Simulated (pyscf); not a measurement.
## Four-centre exchange: F–Ge:–F [singlet] + GeH₄ → HF + F–Ge:–GeH₃ [singlet]

Gas phase, singlet surface, charge 0. Bonds broken: F1–Ge2, Ge4–H5. Bonds formed: F1–H5, Ge2–Ge4. Optimised with ωB97X-D3(BJ)/def2-SVP in PySCF.

Transition state (Å):

```xyz
8

F      0.9550    -0.2321     1.0060
Ge    -1.0361    -0.5171     1.2584
F     -0.9848    -2.1129     0.5294
Ge    -0.9451     0.5865    -1.2092
H      0.3643     0.1553     0.0666
H     -0.9521     2.1171    -1.3576
H     -2.4248     0.1397    -1.1892
H     -0.3089    -0.0643    -2.4471
```

One imaginary mode, 1130i cm⁻¹; descent along it reached the two sides named, in the forms told below.

```
bond     change  reactant side (Å)  saddle  product side
-------  ------  -----------------  ------  ------------
F1–Ge2   breaks              1.751   2.027         2.407
Ge4–H5   breaks              1.551   1.878           2.6
F1–H5     forms                2.8   1.175         0.939
Ge2–Ge4   forms                3.4     2.7         2.504
```

Electronic energies relative to the separated reactants (kcal/mol):

```csv
level,barrier,reaction energy,reverse barrier
ωB97X-D3(BJ)/def2-TZVP,34.7,+28.1,6.6
PBE/def2-TZVP,28.6,+30.1,-1.5
r²SCAN/def2-TZVP,31.5,+32.5,-0.9
B3LYP-D3(BJ)/def2-TZVP,35.4,+31.1,4.3
PBE0-D3(BJ)/def2-TZVP,31.7,+28.8,2.9
M06-2X/def2-TZVP,39.0,+33.5,5.5
ωB97M-D3(BJ)/def2-TZVP,38.4,+32.7,5.7
HF/def2-TZVP,60.1,+35.0,25.1
```

With ωB97M-D3(BJ)/def2-TZVP energies and thermal terms (ideal gas, 1 atm, RRHO with modes under 100 cm⁻¹ raised to 100, one conformer, R ln 2 for chiral ones without a mode under 150 cm⁻¹), in kcal/mol:

```json
[
 {"T (K)": "298", "ΔH‡": "37.4", "ΔG‡": "46.6", "ΔH": "+33.9", "ΔG": "+32.7"},
 {"T (K)": "600", "ΔH‡": "38.3", "ΔG‡": "55.6", "ΔH": "+34.9", "ΔG": "+31.1"},
 {"T (K)": "900", "ΔH‡": "39.1", "ΔG‡": "64.1", "ΔH": "+35.3", "ΔG": "+29.1"},
 {"T (K)": "1200", "ΔH‡": "39.9", "ΔG‡": "72.3", "ΔH": "+35.6", "ΔG": "+26.9"}
]
```

On the reactant side the descent ends in a complex (not fully relaxed), 4.3 kcal/mol under the separated species and 39.1 kcal/mol under the saddle at ωB97X-D3(BJ)/def2-TZVP. On the product side the descent ends in a bound adduct, 8.5 kcal/mol under the separated species and 15.2 kcal/mol under the saddle at ωB97X-D3(BJ)/def2-TZVP. At PBE, r²SCAN the saddle lies under the separated products, which points to a path from their complex (located at ωB97X-D3(BJ) alone), and parting the products costs more than the saddle. At the saddle there is also a short Ge–H contact that neither side keeps. The same reactants have a lower exit, to F–GeH₃ + F–GeH: [singlet] (highest point, the separated products, at +24.3 kcal/mol at ωB97M-D3(BJ)/def2-TZVP, against +38.4 kcal/mol here). This is the saddle that the search found; another between the same sides may lie lower. Elements up to Kr have no core potential and no relativistic terms here.
